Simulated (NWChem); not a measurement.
Program: NWChem. System: CHO, charge 0, spin multiplicity 2, at a geometry optimised with UPBE0/def2-SVP. The structure started from a generated list of species. Its SCF solution wasn't tested for a lower state. Level: UHF/def2-TZVP.

The NWChem input:

```
start mol
memory heap 200 mb stack 900 mb global 1100 mb
geometry units angstroms nocenter noautoz
  C      0.492258    -0.316654     0.000000
  O     -0.555334     0.209241     0.000000
  H      1.489122     0.225997     0.000000
  symmetry group Cs
end
basis spherical
  * library def2-tzvp
end
scf
  uhf
  nopen 1
  maxiter 100
  thresh 1e-7
  semidirect memsize 60000000 filesize 0
  # guess.movecs holds the orbitals of an unrestricted PBE0 run
  vectors input guess.movecs output mol.movecs
end
task scf energy
```

Part of the output:

```
             Northwest Computational Chemistry Package (NWChem) 7.3.0
             --------------------------------------------------------

                                NWChem Input Module
                                -------------------

 Scaling coordinates for geometry "geometry" by  1.889725989
 (inverse scale =  0.529177249)

 Turning off AUTOSYM since
 SYMMETRY directive was detected!

                             Geometry "geometry" -> ""
                             -------------------------

 Output coordinates in angstroms (scale by  1.889725989 to convert to a.u.)

  No.       Tag          Charge          X              Y              Z
 ---- ---------------- ---------- -------------- -------------- --------------
    1 C                    6.0000     0.49225800    -0.31665400     0.00000000
    2 O                    8.0000    -0.55533400     0.20924100     0.00000000
    3 H                    1.0000     1.48912200     0.22599700     0.00000000

 Effective nuclear repulsion energy (a.u.)      26.5374361169

            Nuclear Dipole moment (a.u.)
            ----------------------------
        X                 Y               Z
 ---------------- ---------------- ----------------
    -0.0000037795     0.0000018897     0.0000000000

      Symmetry information
      --------------------

 Group name             Cs
 Group number              2
 Group order               2
 No. of unique centers     3

      Symmetry unique atoms

     1    2    3


 Summary of "ao basis" -> "" (spherical)
 ------------------------------------------------------------------------------
       Tag                 Description            Shells   Functions and Types
 ---------------- ------------------------------  ------  ---------------------
 *                         def2-tzvp                  on all atoms

 Summary of "ao basis" -> "ao basis" (spherical)
 ------------------------------------------------------------------------------
       Tag                 Description            Shells   Functions and Types
 ---------------- ------------------------------  ------  ---------------------
 C                         def2-tzvp                11       31   5s3p2d1f
 O                         def2-tzvp                11       31   5s3p2d1f
 H                         def2-tzvp                 4        6   3s1p

                                 NWChem SCF Module
                                 -----------------

  ao basis        = "ao basis"
  functions       =    68
  atoms           =     3
  alpha electrons =     8
  beta  electrons =     7
  charge          =   0.00
  wavefunction    = UHF
  use symmetry    = T
  symmetry adapt  = T

 Summary of "ao basis" -> "ao basis" (spherical)
 ------------------------------------------------------------------------------
       Tag                 Description            Shells   Functions and Types
 ---------------- ------------------------------  ------  ---------------------
 C                         def2-tzvp                11       31   5s3p2d1f
 O                         def2-tzvp                11       31   5s3p2d1f
 H                         def2-tzvp                 4        6   3s1p

      Symmetry analysis of basis
      --------------------------

        a'         47
        a"         21

 Forming initial guess at       0.0s

   Symmetry analysis of molecular orbitals - initial alpha
   -------------------------------------------------------

  Numbering of irreducible representations:

     1 a'          2 a"

  Orbital symmetries:

     1 a'          2 a'          3 a'          4 a'          5 a'
     6 a'          7 a"          8 a'          9 a"         10 a'
    11 a'         12 a'         13 a"         14 a'         15 a'
    16 a'         17 a"         18 a'

   Symmetry analysis of molecular orbitals - initial beta
   ------------------------------------------------------

  Numbering of irreducible representations:

     1 a'          2 a"

  Orbital symmetries:

     1 a'          2 a'          3 a'          4 a'          5 a'
     6 a"          7 a'          8 a'          9 a"         10 a'
    11 a'         12 a"         13 a'         14 a'         15 a'
    16 a'         17 a"         18 a'

 Starting SCF solution at       0.0s

 ----------------------------------------------
         Quadratically convergent UHF

 Convergence threshold     :          1.000E-07
 Maximum no. of iterations :          100
 Integral*density screening:          1.000E-09
 ----------------------------------------------

              iter       energy          gnorm     gmax       time
             ----- ------------------- --------- --------- --------
                 1     -113.2856380183  4.44D-01  1.04D-01      0.2
                 2     -113.2964792592  8.73D-02  1.97D-02      0.2
                 3     -113.2976492903  5.99D-03  2.79D-03      0.3
                 4     -113.2977074290  3.04D-04  9.25D-05      0.4
                 5     -113.2977074714  1.89D-07  5.53D-08      0.5
                 6     -113.2977074714  5.57D-09  1.90D-09      0.6

       Final UHF  results
       ------------------

         Total SCF energy =   -113.297707471412
      One electron energy =   -207.080842936809
      Two electron energy =     67.245699348523
 Nuclear repulsion energy =     26.537436116875

                       Sz =      0.5000
                 Sz(Sz+1) =      0.7500
                      S^2 =      0.7655

        Time for solution =      0.6s

       Symmetry analysis of molecular orbitals - alpha
       -----------------------------------------------
[...]
   11    0.2157
   12    0.2918
   13    0.3450
   14    0.3499
   15    0.5242
   16    0.5638
   17    0.6694
   18    0.6829

          Final beta eigenvalues
          ----------------------

              1
    1  -20.6083
    2  -11.3371
    3   -1.4366
    4   -0.7955
    5   -0.6674
    6   -0.5806
    7   -0.5291
    8    0.0855
    9    0.1267
   10    0.1875
   11    0.2196
   12    0.3596
   13    0.3619
   14    0.3650
   15    0.5271
   16    0.5996
   17    0.6684
   18    0.7104

                    UHF Final Alpha Molecular Orbital Analysis
                    ------------------------------------------

 Vector    6  Occ=1.000000D+00  E=-6.536839D-01  Symmetry=a'
              MO Center= -1.4D-01, -1.4D-01, -2.4D-14, r^2= 1.2D+00
   Bfn.  Coefficient  Atom+Function         Bfn.  Coefficient  Atom+Function
  ----- ------------  ---------------      ----- ------------  ---------------
    37      0.347059  2 O  px                40      0.289928  2 O  px
     7      0.244934  1 C  py                10      0.201556  1 C  py
     6     -0.153599  1 C  px

 Vector    7  Occ=1.000000D+00  E=-5.799017D-01  Symmetry=a"
              MO Center= -2.4D-01,  5.3D-02,  2.6D-14, r^2= 8.9D-01
   Bfn.  Coefficient  Atom+Function         Bfn.  Coefficient  Atom+Function
  ----- ------------  ---------------      ----- ------------  ---------------
    39      0.373449  2 O  pz                42      0.338125  2 O  pz
     8      0.229950  1 C  pz                11      0.210443  1 C  pz
    45      0.179605  2 O  pz

 Vector    8  Occ=1.000000D+00  E=-3.907013D-01  Symmetry=a'
              MO Center=  3.8D-01, -2.5D-01, -2.4D-15, r^2= 1.6D+00
   Bfn.  Coefficient  Atom+Function         Bfn.  Coefficient  Atom+Function
  ----- ------------  ---------------      ----- ------------  ---------------
    10     -0.312258  1 C  py                 5      0.300285  1 C  s
     7     -0.301013  1 C  py                38      0.295859  2 O  py
    41      0.263610  2 O  py                65     -0.253590  3 H  s
    64     -0.239235  3 H  s                  4      0.233922  1 C  s
    44      0.226176  2 O  py                13     -0.155327  1 C  py

 Vector    9  Occ=0.000000D+00  E= 1.069805D-01  Symmetry=a"
              MO Center=  4.3D-01, -2.7D-01,  3.3D-13, r^2= 2.3D+00
   Bfn.  Coefficient  Atom+Function         Bfn.  Coefficient  Atom+Function
  ----- ------------  ---------------      ----- ------------  ---------------
    14      0.783809  1 C  pz                45     -0.504148  2 O  pz
     8      0.271451  1 C  pz                39     -0.262517  2 O  pz
    11      0.257561  1 C  pz                42     -0.202343  2 O  pz

 Vector   10  Occ=0.000000D+00  E= 1.731459D-01  Symmetry=a'
              MO Center=  1.9D+00,  3.1D-01, -3.1D-13, r^2= 3.2D+00
   Bfn.  Coefficient  Atom+Function         Bfn.  Coefficient  Atom+Function
  ----- ------------  ---------------      ----- ------------  ---------------
    65      2.964917  3 H  s                  5     -1.374288  1 C  s
    12     -1.007259  1 C  px                13     -0.723257  1 C  py
    64     -0.483799  3 H  s                  4     -0.311543  1 C  s
    44      0.284181  2 O  py                36     -0.229797  2 O  s
     6     -0.157043  1 C  px

 Vector   11  Occ=0.000000D+00  E= 2.156777D-01  Symmetry=a'
              MO Center=  1.4D-01, -4.8D-03,  3.2D-14, r^2= 5.0D+00
   Bfn.  Coefficient  Atom+Function         Bfn.  Coefficient  Atom+Function
  ----- ------------  ---------------      ----- ------------  ---------------
    36      3.228513  2 O  s                  5     -2.646683  1 C  s
    12      1.474547  1 C  px                13     -1.008159  1 C  py
    43      0.833397  2 O  px                 4     -0.755855  1 C  s
     9      0.613121  1 C  px                65      0.431587  3 H  s
    44     -0.351909  2 O  py                10     -0.294187  1 C  py

                     UHF Final Beta Molecular Orbital Analysis
                     -----------------------------------------

 Vector    5  Occ=1.000000D+00  E=-6.674020D-01  Symmetry=a'
              MO Center=  6.4D-02,  1.4D-01,  1.2D-14, r^2= 1.4D+00
   Bfn.  Coefficient  Atom+Function         Bfn.  Coefficient  Atom+Function
  ----- ------------  ---------------      ----- ------------  ---------------
     6      0.292169  1 C  px                37     -0.255524  2 O  px
    38      0.218686  2 O  py                 9      0.207849  1 C  px
    40     -0.204093  2 O  px                41      0.185702  2 O  py
    35      0.155820  2 O  s                 64      0.151743  3 H  s

 Vector    6  Occ=1.000000D+00  E=-5.806152D-01  Symmetry=a"
              MO Center= -2.9D-01,  8.4D-02, -5.7D-15, r^2= 8.5D-01
   Bfn.  Coefficient  Atom+Function         Bfn.  Coefficient  Atom+Function
  ----- ------------  ---------------      ----- ------------  ---------------
    39      0.390091  2 O  pz                42      0.353584  2 O  pz
     8      0.203680  1 C  pz                45      0.193274  2 O  pz
    11      0.181172  1 C  pz

 Vector    7  Occ=1.000000D+00  E=-5.290950D-01  Symmetry=a'
              MO Center= -2.1D-01, -6.2D-02, -8.9D-15, r^2= 1.1D+00
   Bfn.  Coefficient  Atom+Function         Bfn.  Coefficient  Atom+Function
  ----- ------------  ---------------      ----- ------------  ---------------
    38      0.299076  2 O  py                41      0.271859  2 O  py
    37      0.232145  2 O  px                40      0.204301  2 O  px
     7      0.178360  1 C  py                 4     -0.165883  1 C  s
    44      0.166350  2 O  py

 Vector    8  Occ=0.000000D+00  E= 8.551835D-02  Symmetry=a'
              MO Center=  7.4D-01, -4.2D-01, -2.2D-14, r^2= 2.6D+00
   Bfn.  Coefficient  Atom+Function         Bfn.  Coefficient  Atom+Function
  ----- ------------  ---------------      ----- ------------  ---------------
     5      1.316454  1 C  s                 65     -1.085425  3 H  s
    44      0.299903  2 O  py                12      0.275570  1 C  px
    13     -0.263076  1 C  py                 7     -0.205680  1 C  py
    38      0.202163  2 O  py                41      0.189619  2 O  py
    10     -0.150141  1 C  py

 Vector    9  Occ=0.000000D+00  E= 1.267279D-01  Symmetry=a"
              MO Center=  5.1D-01, -2.8D-01, -5.7D-15, r^2= 2.5D+00
   Bfn.  Coefficient  Atom+Function         Bfn.  Coefficient  Atom+Function
  ----- ------------  ---------------      ----- ------------  ---------------
    14      0.869243  1 C  pz                45     -0.501605  2 O  pz
     8      0.259266  1 C  pz                39     -0.241353  2 O  pz
    11      0.211993  1 C  pz                42     -0.181975  2 O  pz

 Vector   10  Occ=0.000000D+00  E= 1.874608D-01  Symmetry=a'
              MO Center=  1.7D+00,  1.3D-01,  1.8D-13, r^2= 3.7D+00
   Bfn.  Coefficient  Atom+Function         Bfn.  Coefficient  Atom+Function
  ----- ------------  ---------------      ----- ------------  ---------------
    65      2.726139  3 H  s                  5     -0.943134  1 C  s
    12     -0.908827  1 C  px                13     -0.742916  1 C  py
    64     -0.581734  3 H  s                  4     -0.366144  1 C  s
    44      0.341016  2 O  py                36     -0.305798  2 O  s

 center of mass
 --------------
 x =  -0.09608331 y =  -0.01467928 z =   0.00000000

 moments of inertia (a.u.)
 ------------------
           6.975171393692          12.146535504128           0.000000000000
          12.146535504128          35.712202693740           0.000000000000
           0.000000000000           0.000000000000          42.687374087432

  Mulliken analysis of the total density
  --------------------------------------

    Atom       Charge   Shell Charges
 -----------   ------   -------------------------------------------------------
    1 C    6     5.86   0.86  1.12  0.55  0.67  0.18  1.09  1.01  0.22  0.04  0.10  0.01
    2 O    8     8.28   0.79  1.18  0.59  0.94  0.32  1.82  1.90  0.69  0.01  0.03  0.00
    3 H    1     0.86   0.24  0.48  0.12  0.02

  Mulliken analysis of the alpha density
  --------------------------------------

    Atom       Charge   Shell Charges
 -----------   ------   -------------------------------------------------------
    1 C    6     3.24   0.43  0.56  0.31  0.37  0.11  0.65  0.61  0.13  0.02  0.05  0.01
    2 O    8     4.23   0.40  0.59  0.30  0.48  0.16  0.97  0.99  0.33  0.00  0.02  0.00
    3 H    1     0.53   0.15  0.30  0.07  0.01

   Mulliken analysis of the beta density
   -------------------------------------

    Atom       Charge   Shell Charges
 -----------   ------   -------------------------------------------------------
    1 C    6     2.61   0.43  0.56  0.25  0.31  0.07  0.44  0.40  0.09  0.02  0.05  0.01
    2 O    8     4.05   0.40  0.59  0.29  0.47  0.16  0.85  0.91  0.36  0.00  0.02  0.00
    3 H    1     0.33   0.10  0.18  0.04  0.01

   Mulliken analysis of the spin density
   -------------------------------------

    Atom       Charge   Shell Charges
 -----------   ------   -------------------------------------------------------
    1 C    6     0.63   0.00 -0.00  0.06  0.06  0.04  0.21  0.22  0.04  0.00 -0.00 -0.00
    2 O    8     0.17   0.00 -0.00  0.01  0.01 -0.00  0.12  0.07 -0.04 -0.00 -0.00 -0.00
    3 H    1     0.20   0.05  0.12  0.03  0.00

       Multipole analysis of the density wrt the origin
       ------------------------------------------------

     L   x y z        total         alpha         beta         nuclear
     -   - - -        -----         -----         ----         -------
     0   0 0 0     -0.000000     -8.000000     -7.000000     15.000000

     1   1 0 0      0.829928     -0.077603      0.907535     -0.000004
     1   0 1 0     -0.007340      0.399789     -0.407131      0.000002
     1   0 0 1     -0.000000     -0.000000     -0.000000      0.000000

     2   2 0 0     -7.843281    -16.369721    -13.394748     21.921188
     2   1 1 0      0.496439      3.356946      2.597168     -5.457675
     2   1 0 1     -0.000000     -0.000000     -0.000000      0.000000
     2   0 2 0     -9.071369     -7.683583     -4.969376      3.581590
     2   0 1 1     -0.000000     -0.000000      0.000000      0.000000
     2   0 0 2     -8.117118     -4.374639     -3.742479      0.000000

 Task  times  cpu:        0.6s     wall:        0.6s

 Total times  cpu:        0.7s     wall:        0.7s
```
